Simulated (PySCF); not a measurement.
C₃H₈, SMILES CCC.

Geometry optimised at B3LYP-D3(BJ)/def2-SVP.

Level of theory: r2SCAN/def2-TZVPD in PySCF.

Isolated molecule, no solvent.

The total energy comes out as -119.09962 hartree. The point group is C2v and the highest occupied level is -7.99 eV. The lowest empty level is 0.69 eV, the orbital gap is 8.68 eV and the dipole moment is 0.09 D. The quadrupole, principal values (traceless, Buckingham form, about the centre of nuclear charge) is -0.54, -0.08, 0.62 D·Å, the mean static polarisability is 41.9 bohr³ (6.21 Å³) and the polarisability, principal values is 38.6, 40.9, 46.2 bohr³.
